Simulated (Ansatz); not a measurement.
# CFO2−: geometry and frequencies at several levels

An exercise on one series of results from a longer session: the logs are not shown, and one member is left open.

Computed with Ansatz 0.2.0 (the levels named in each step, unless a step's input says otherwise).

**Starting point**

Bond lengths: O1–C2 1.196 Å, C2–O3 1.196 Å, C2–F4 1.559 Å. Angles: O1–C2–O3 140.0°, O1–C2–F4 110.0°, O3–C2–F4 110.0°.

Structure file:

```xyz
4

O    -0.2974    1.2605   -0.1925
C     0.1703    0.1620   -0.1161
O     1.1694   -0.4303   -0.4021
F    -0.8424   -0.8012    0.5742
```

The first run:

The input, input.yaml:

```yaml
crystal:
  periodic: [false, false, false]
  atoms:
    - { symbol: O, position_ang: [-0.29741, 1.26053, -0.19252] }
    - { symbol: C, position_ang: [0.1703, 0.16202, -0.11609] }
    - { symbol: O, position_ang: [1.16943, -0.43031, -0.40212] }
    - { symbol: F, position_ang: [-0.84239, -0.80118, 0.57422] }
total_charge: -1
basis:
  gaussian: { orbitals: def2-SVPD }
hamiltonian:
  xc: pbe
  dispersion: d4
relax:
  f_tol: 0.03
  max_steps: 200
```

On the command line:

```
$ ansatz run input.yaml --threads 2 --pin off --max-ram 5120MiB --backend cpu --events-out ev --progress --plain --runs-dir out
```

Among the steps run: A rough first relaxation, PBE-D4/def2-SVPD; Relaxation, PBE0-D4/def2-TZVPPD; Frequencies, PBE0-D4/def2-TZVPPD; Relaxation, PBE-D4/def2-TZVPPD; Frequencies, PBE-D4/def2-TZVPPD; Relaxation, r2SCAN-D4/def2-TZVPPD; Frequencies, r2SCAN-D4/def2-TZVPPD; Relaxation, B3LYP-D4/def2-TZVPPD; Frequencies, B3LYP-D4/def2-TZVPPD; Relaxation, B2PLYP/def2-TZVPPD; Frequencies, B2PLYP/def2-TZVPPD.

One table of the session follows, with a row left open; its other results are not shown here.

```
                level  O1–C2 (Å)  C2–O3 (Å)  C2–F4 (Å)  highest frequency (cm⁻¹)
  PBE0-D4/def2-TZVPPD     1.2193     1.2193     1.4652                      1882
   PBE-D4/def2-TZVPPD     1.2284     1.2284     1.5360                      1831
r2SCAN-D4/def2-TZVPPD          ?          ?          ?                         ?
 B3LYP-D4/def2-TZVPPD     1.2198     1.2198     1.5011                      1857
   B2PLYP/def2-TZVPPD     1.2226     1.2226     1.4950                      1849
```

**Question.** Estimate the row for r2SCAN-D4/def2-TZVPPD.

The run gave: O1–C2 (Å): 1.2210; C2–O3 (Å): 1.2210; C2–F4 (Å): 1.5020; highest frequency (cm⁻¹): 1870. In the column «O1–C2 (Å)» it lies between B3LYP-D4/def2-TZVPPD (1.2198) and B2PLYP/def2-TZVPPD (1.2226).
